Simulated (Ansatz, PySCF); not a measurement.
Gas-phase reaction in SMILES: [BeH] (BeH) → [BeH] (BeH) as singlet, charge +1 + e-
Geometries: B3LYP-D3(BJ)/def2-TZVP minima from Ansatz (a program for electronic structure).
Geometry of the first species:
```
Be
H 1 1.3474
```
Charge 0, spin multiplicity 2.

Property: adiabatic ionisation energy (0 K, with B3LYP-D3(BJ) harmonic zero-point energies from PySCF), in eV. Cores are frozen in the correlated levels unless marked. UHF or UKS for open shells. Spin-orbit coupling is left out. Non-relativistic. FCI takes restricted orbitals. Basis-set limits of correlation are two-point, X^-3; Hartree-Fock from the larger set.

| level | program | adiabatic ionisation energy (eV) |
|---|---|---|
| B3LYP/def2-TZVPD | Ansatz | ___ |
| wB97M-V/def2-TZVPD | Ansatz | ___ |
| wB97X-V/def2-TZVPD | Ansatz | 8.30 |
| FCI/6-31G | Ansatz | 8.14 |
| CCSD(T)/CBS(def2-TZVPPD,def2-QZVPPD) | Ansatz | 8.30 |

Question: What belongs in the gaps?

Answer: 
- B3LYP/def2-TZVPD, adiabatic ionisation energy (eV): 8.49
- wB97M-V/def2-TZVPD, adiabatic ionisation energy (eV): 8.08
